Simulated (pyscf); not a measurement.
# Four-centre exchange: `[OH][Zr]([OH])([F])[F]` + `[NH3]` -> `[OH2]` + `[NH2][Zr]([OH])([F])[F]`

Gas phase, singlet surface, charge 0. Bonds broken: O1–Zr2, N8–H9. Bonds formed: O1–H9, Zr2–N8. PySCF, gas phase, ωB97X-D3(BJ)/def2-SVP geometries.

Transition state (Å):

```xyz
11

O     -0.3824     1.2428     1.5895
Zr    -1.0345    -0.3186     0.1339
O     -1.4065    -1.1517    -1.5551
F     -2.5753    -0.7932     1.1655
F      0.6232    -1.2005     0.5454
H      0.4310     1.3176     2.0990
H     -1.5102    -1.5047    -2.4376
N     -0.9813     1.7550    -0.6510
H     -0.5032     1.8666     0.6416
H     -0.3494     1.9556    -1.4272
H     -1.8586     2.2339    -0.8590
```

One imaginary mode, 838i cm⁻¹; descent along it reached the two sides named, in the forms told below.

```json
[
 {"bond": "O1–Zr2", "change": "breaks", "reactant side (Å)": "1.958", "saddle": "2.232", "product side": "2.415"},
 {"bond": "N8–H9", "change": "breaks", "reactant side (Å)": "1.021", "saddle": "1.383", "product side": "2.461"},
 {"bond": "O1–H9", "change": "forms", "reactant side (Å)": "2.7", "saddle": "1.141", "product side": "0.969"},
 {"bond": "Zr2–N8", "change": "forms", "reactant side (Å)": "2.434", "saddle": "2.218", "product side": "2.060"}
]
```

Electronic energies relative to the separated reactants (kJ/mol):

```json
[
 {"level": "ωB97X-D3(BJ)/def2-TZVP", "barrier": "29.9", "reaction energy": "+72.7", "reverse barrier": "-42.8"},
 {"level": "PBE/def2-TZVP", "barrier": "32.1", "reaction energy": "+72.5", "reverse barrier": "-40.4"},
 {"level": "r²SCAN/def2-TZVP", "barrier": "28.7", "reaction energy": "+75.9", "reverse barrier": "-47.3"},
 {"level": "B3LYP-D3(BJ)/def2-TZVP", "barrier": "36.8", "reaction energy": "+74.2", "reverse barrier": "-37.4"},
 {"level": "PBE0-D3(BJ)/def2-TZVP", "barrier": "29.1", "reaction energy": "+71.4", "reverse barrier": "-42.4"},
 {"level": "M06-2X/def2-TZVP", "barrier": "25.3", "reaction energy": "+70.4", "reverse barrier": "-45.0"},
 {"level": "ωB97M-D3(BJ)/def2-TZVP", "barrier": "40.3", "reaction energy": "+75.5", "reverse barrier": "-35.2"},
 {"level": "HF/def2-TZVP", "barrier": "89.7", "reaction energy": "+81.4", "reverse barrier": "8.2"}
]
```

With ωB97M-D3(BJ)/def2-TZVP energies and thermal terms (ideal gas, 1 atm, RRHO with modes under 100 cm⁻¹ raised to 100, one conformer, R ln 2 for chiral ones without a mode under 150 cm⁻¹), in kJ/mol:

| T (K) | ΔH‡ | ΔG‡ | ΔH | ΔG |
|---|---|---|---|---|
| 298 | 33.7 | 80.2 | +72.8 | +69.4 |
| 600 | 34.8 | 127.2 | +74.1 | +65.4 |
| 900 | 37.9 | 172.7 | +74.8 | +60.9 |
| 1200 | 41.4 | 217.2 | +75.2 | +56.2 |

On the reactant side the descent ends in an adduct with a N–Zr contact, 93.3 kJ/mol under the separated species and 123.1 kJ/mol under the saddle at ωB97X-D3(BJ)/def2-TZVP. On the product side the descent ends in an adduct with a O–Zr contact, 69.6 kJ/mol under the separated species and 26.8 kJ/mol under the saddle at ωB97X-D3(BJ)/def2-TZVP. At ωB97X-D3(BJ)/def2-TZVP, PBE, r²SCAN, B3LYP-D3(BJ), PBE0-D3(BJ), M06-2X, ωB97M-D3(BJ) the saddle lies under the separated products, which points to a path from their complex (located at ωB97X-D3(BJ) alone), and parting the products costs more than the saddle. What is counted as formed (N–Zr) is already present as a longer contact in the reactant adduct; forming that adduct is a step of its own. What is counted as broken (O–Zr) persists as a longer contact in the product adduct; parting that adduct is a step of its own. One saddle was located; it need not be the lowest between these sides. Elements past Kr carry the def2 core potentials, without spin-orbit coupling.
